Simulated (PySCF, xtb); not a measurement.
methyl formate (C2H4O2), SMILES O=COC.

xtb with GFN2-xTB at its own geometry gives an orbital gap of 5.14 eV and a dipole moment of 2.29 D.

Coordinates come from a ωB97X-D3(BJ)/def2-SVP optimisation. One conformer was computed; it need not be the lowest.

Task: What does PySCF with PBE/def2-TZVPD give? (Estimate from the structure and the level; the computed values follow.)

Result: gap 5.47 eV (levels -6.72 and -1.26 eV), dipole 1.89 D.
